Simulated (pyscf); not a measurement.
Single points on ωB97X-D3(BJ)/def2-SVP structures (PySCF, gas phase).

### Question
For H₃C–CH₂–CH₂–GaH₂ (SMILES CC[CH2][GaH2]) → H₃C–GaH₂ (SMILES [CH3][GaH2]) + H₂C=CH₂ (SMILES C=C), an elimination (singlet surface; C–C, C–Ga broken, C–Ga formed), PBE/def2-TZVP gives ΔE‡ = 40.1 kcal/mol and ΔE = +22.3 kcal/mol (zero: the reactant's lowest minimum found). In which direction and how far do r²SCAN/def2-TZVP, M06-2X/def2-TZVP, ωB97M-D3(BJ)/def2-TZVP move these?

### Answer
r²SCAN: ΔE‡ = 40.2 kcal/mol, ΔE = +23.9 kcal/mol; M06-2X: ΔE‡ = 44.1 kcal/mol, ΔE = +23.8 kcal/mol; ωB97M-D3(BJ): ΔE‡ = 46.3 kcal/mol, ΔE = +23.0 kcal/mol. PBE's barrier matches one of them and lies within 6.2 kcal/mol of the others. Its reaction energy lies under all of them, by 0.7 to 1.6 kcal/mol. On the product side the descent ends in a bound adduct (not fully relaxed), 11.0 kcal/mol under the separated species and 31.7 kcal/mol under the saddle at ωB97X-D3(BJ)/def2-TZVP. At the saddle there is also a short C–Ga contact that neither side keeps. H₃C–CH₂–CH₂–GaH₂ lies 17.5 kcal/mol over its isomer H₃C–Ga(CH₃)–CH₃ (electronic energy, ωB97M-D3(BJ)/def2-TZVP). One saddle was located; it need not be the lowest between these sides. Elements up to Kr have no core potential and no relativistic terms here.
